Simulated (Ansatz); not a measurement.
Ansatz (a program for electronic structure) input (PBE0/def2-TZVPP):

Ansatz 0.2 input:
```yaml
crystal:
  periodic: [false, false, false]
  atoms:
    - {symbol: C, position_ang: [-0.14705728, -0.01302798, 0.65292698]}
    - {symbol: F, position_ang: [0.01653730, 1.14223575, -0.25159314]}
    - {symbol: F, position_ang: [-0.01718667, -1.12927050, -0.30451251]}
    - {symbol: H, position_ang: [0.88818797, -0.03851944, 1.08738899]}
basis:
  gaussian:
    orbitals: def2-TZVPP
    final_grid: {core_spheres: 26, valence_spheres: 22, degree: 59}
hamiltonian:
  xc: {name: PBE0}
total_charge: -1
magnetization: {spin_polarized: false}
```

Output:

```
Functional definition: PBE0
integrals: 0.03 GiB planned
551 factors; their error is unknown
mean field: 0.29 GiB planned
mean field evaluation 1: about -6479.5370 eV, gradient 3.6e1 eV
mean field evaluation 2: about -6477.8808 eV, gradient 5.2e1 eV
mean field evaluation 4: about -6481.6193 eV, gradient 1.3e0 eV
mean field evaluation 8: about -6481.6463 eV, gradient 3.3e-2 eV
mean field -6481.64628813 eV, -238.1961076711 hartree, gradient 3.7e-5 eV, S^2 0.000000; 0 other end points of the search recorded, 0 dependent functions left out
reference -6481.64630502 eV, -238.1961082918 hartree; 13, 13 occupied and 94, 94 virtual orbitals, 551 factors
Total energy: -6481.64630502 eV, -238.1961082918 hartree
```
